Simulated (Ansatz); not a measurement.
**AlNH3 (quartet): wave-function methods side by side at distance Al1–H4 along a hydrogen transfer = 2.082 Å, cc-pVDZ**

How much of the correlation energy of AlNH3 (quartet) does each wave-function method recover here?

Method: cc-pVDZ, core rule «outside noble gas», up to 6 orbitals frozen; program: Ansatz 0.2.0, Gaussian basis.

To be run: UHF; CCSD(T) on ROHF; CCSD(T) on UHF; BCCD(T) on ROHF; CISD; CCSDT(Q) on ROHF; CCSDT(Q) on UHF; CASSCF and MRCISD+Q, 5 electrons in 5 orbitals; CASSCF and NEVPT2, 5 electrons in 5 orbitals.

23 further runs of the same task are left out: 18 for a known fault of the program, 4 that didn't finish, 1 set aside as unsound or not needed.

## 1. The system

The geometry derives from fragments relaxed apart (PBE0/def2-TZVP) and kept rigid, so it is no stationary point. A hydrogen atom is moved between rigid fragments.

5 atoms, charge 0, spin multiplicity 4.

Atoms are counted from 1 here; the program's logs count them from 0.

Bond lengths: Al1–H2 1.586 Å, Al1–H3 1.586 Å, H4–N5 1.239 Å. Angles: H2–Al1–H3 120.0°.

## 2. UHF

File in.yaml:

```yaml
crystal:
  periodic: [false, false, false]
  atoms:
    - {symbol: Al, position_ang: [-1.068260, 0.000000, 0.000000]}
    - {symbol: H, position_ang: [-1.861184, 1.373384, 0.000000]}
    - {symbol: H, position_ang: [-1.861184, -1.373384, 0.000000]}
    - {symbol: H, position_ang: [1.013740, 0.000000, 0.000000]}
    - {symbol: N, position_ang: [2.252740, 0.000000, 0.000000]}
basis:
  gaussian: {orbitals: cc-pVDZ}
magnetization: {spin_polarized: true, initial_magnetization: 3}
hamiltonian: {xc: hf}
output: {orbitals: {seedname: orbitals}}
```

Started as:

```bash
> ansatz run in.yaml --threads 1 --pin off --events-out ev --progress --plain --max-ram 2393MiB
```

Further steps of the session: CCSD(T) on ROHF; CCSD(T) on UHF; BCCD(T) on ROHF; CISD; CCSDT(Q) on ROHF; CCSDT(Q) on UHF; CASSCF and MRCISD+Q, 5 electrons in 5 orbitals; CASSCF and NEVPT2, 5 electrons in 5 orbitals.

**Question.** What will the summary of the whole plan be? Wanted: UCCSDT(Q) below the RHF energy; RMP2 from UCCSDT(Q); UMP2 from UCCSDT(Q); RCCSD from UCCSDT(Q); RCCSD(T) from UCCSDT(Q); UCCSD(T) from UCCSDT(Q); RCCSDT(Q) from UCCSDT(Q); NEVPT2 pair from UCCSDT(Q); MRCISD+Q pair from UCCSDT(Q).

The runs gave:

| quantity | value |
| --- | --- |
| UCCSDT(Q) below the RHF energy | -6.1840 eV |
| RMP2 from UCCSDT(Q) | +28.46 kcal/mol |
| UMP2 from UCCSDT(Q) | +29.36 kcal/mol |
| RCCSD from UCCSDT(Q) | +3.20 kcal/mol |
| RCCSD(T) from UCCSDT(Q) | +0.76 kcal/mol |
| UCCSD(T) from UCCSDT(Q) | +0.74 kcal/mol |
| RCCSDT(Q) from UCCSDT(Q) | +0.04 kcal/mol |
| NEVPT2 pair from UCCSDT(Q) | +26.18 kcal/mol |
| MRCISD+Q pair from UCCSDT(Q) | +0.51 kcal/mol |
| levels within 1 kcal/mol (43 meV) | RCCSD(T), UCCSD(T), BCCD(T), RCCSDT, UCCSDT, RCCSDT(Q), MRCISD+Q pair |
| T1 diagnostic | 0.026 |

In words: RCCSD(T) lands +0.76 kcal/mol from the yardstick (0.5 % of the correlation energy). Of the multireference levels listed MRCISD+Q pair comes nearest in total energy (+0.51 kcal/mol), which doesn't show that its space is the better one. These misses are within one basis, not against nature; the frozen cores of restricted and unrestricted runs differ, which can shift their rows.
